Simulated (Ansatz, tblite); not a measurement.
# The cluster Na₇−: a ladder of methods and basis sets

How do method and basis change the picture of the cluster Na₇− (singlet)?

The runs use Ansatz 0.2.0, Gaussian basis; as each input shows.

Levels to be run: GFN1-xTB, GFN2-xTB, PBE/def2-TZVPD, r2SCAN/def2-TZVPD, ωB97X-V/def2-TZVPD, HF/def2-TZVPD, LC-ωPBE/def2-TZVPD, HF/STO-3G, CCSD(T)/def2-SVPD, MP2/def2-TZVPD.

4 further runs of the same task are left out: 4 set aside as unsound or not needed. Runs told in other sessions of the task aren't counted.

### 1 The relaxed structure

The geometry is that of the singlet, from an earlier relaxation (PBE0/def2-SVPD). At that level it is the lowest of the isomers that a small search found.

7 atoms, charge -1, spin multiplicity 1.

Bond lengths: Na1–Na2 3.458 Å, Na1–Na3 3.494 Å, Na1–Na4 3.460 Å, Na1–Na5 3.915 Å, Na1–Na6 3.958 Å, Na2–Na4 3.710 Å, Na2–Na5 3.444 Å, Na2–Na7 3.722 Å, Na3–Na5 3.500 Å, Na3–Na6 3.489 Å, Na4–Na6 3.448 Å, Na4–Na7 3.753 Å, Na5–Na7 3.453 Å, Na6–Na7 3.449 Å. Angles: Na2–Na1–Na3 111.2°, Na2–Na1–Na4 64.9°, Na2–Na1–Na5 55.3°, Na2–Na1–Na6 88.0°, Na3–Na1–Na4 110.3°, Na3–Na1–Na5 56.0°, Na3–Na1–Na6 55.4°, Na4–Na1–Na5 88.6°, Na4–Na1–Na6 54.9°, Na5–Na1–Na6 60.9°, Na1–Na2–Na4 57.6°, Na1–Na2–Na5 69.1°, Na1–Na2–Na7 91.8°, Na4–Na2–Na5 92.3°, Na4–Na2–Na7 60.7°, Na5–Na2–Na7 57.5°, Na1–Na3–Na5 68.1°, Na1–Na3–Na6 69.0° and more.

As a file:

```xyz
7
Na7
Na   -0.8252   -0.2798    2.2339
Na   -2.4665   -1.3204   -0.6264
Na    0.7014    2.8265    1.7550
Na    0.8126   -2.7166    0.4041
Na   -1.1488    1.8343   -1.0457
Na    2.3903    0.3231    0.0065
Na    0.5362   -0.6672   -2.7274
```

The ion is computed in the gas phase, without counter-ions or solvent.

PBE0/def2-TZVPD was run before; its log isn't repeated, and its numbers join the tables.

### 2 GFN1-xTB

Tight binding, by tblite at 300 K electronic temperature and without a spin-polarisation term:

```python
tblite.interface.Calculator('GFN1-xTB', numbers, positions, charge=-1, uhf=0).singlepoint()
```

Energy -62.5243 eV, HOMO -5.57 eV, LUMO -3.29 eV; 0.002 s.

### 3 GFN2-xTB

Tight binding, by tblite at 300 K electronic temperature and without a spin-polarisation term:

```python
tblite.interface.Calculator('GFN2-xTB', numbers, positions, charge=-1, uhf=0).singlepoint()
```

Energy -42.9151 eV, HOMO -1.20 eV, LUMO 0.47 eV; 0.003 s.

### 4 PBE/def2-TZVPD

start.molden holds the orbitals of an earlier run on this state, given as this run's starting guess.

The input, in.yaml:

```yaml
crystal:
  periodic: [false, false, false]
  atoms:
    - {symbol: Na, position_ang: [-0.825194, -0.279827, 2.233902]}
    - {symbol: Na, position_ang: [-2.466467, -1.320401, -0.626397]}
    - {symbol: Na, position_ang: [0.701385, 2.826544, 1.754971]}
    - {symbol: Na, position_ang: [0.812563, -2.716614, 0.404077]}
    - {symbol: Na, position_ang: [-1.148839, 1.834340, -1.045719]}
    - {symbol: Na, position_ang: [2.390346, 0.323141, 0.006545]}
    - {symbol: Na, position_ang: [0.536207, -0.667184, -2.727388]}
basis:
  gaussian: {orbitals: def2-TZVPD, initial_orbitals: start.molden}
total_charge: -1
hamiltonian: {xc: pbe}
scf: {omitted_lower_state_checks: [starts]}
output: {forces: true, orbitals: {seedname: orbitals}}
```

Run with:

```sh
$ ansatz run in.yaml --threads 4 --pin off --events-out ev --progress --plain --max-ram 4787MiB
```

The runs that follow: r2SCAN/def2-TZVPD; ωB97X-V/def2-TZVPD; HF/def2-TZVPD; LC-ωPBE/def2-TZVPD; HF/STO-3G; CCSD(T)/def2-SVPD; MP2/def2-TZVPD.

**Question.** What will the summary of the whole plan be? Wanted: gap in def2-TZVPD, named functionals and Hartree-Fock, smallest and largest; correlation energy, CCSD(T)/def2-SVPD; correlation energy, MP2/def2-TZVPD.

The runs gave:

```
                                                                   quantity                             value
gap in def2-TZVPD, named functionals and Hartree-Fock, smallest and largest  0.84 eV (PBE), 3.56 eV (LC-ωPBE)
                                      correlation energy, CCSD(T)/def2-SVPD                          -4.42 eV
                                         correlation energy, MP2/def2-TZVPD                         -34.95 eV
```

In words: Over the named functionals and Hartree-Fock in def2-TZVPD the gap runs from 0.84 eV (PBE) to 3.56 eV (LC-ωPBE); exact exchange widens it.

The anion's highest level is positive in at least one run, so there the basis alone may hold the extra electron.
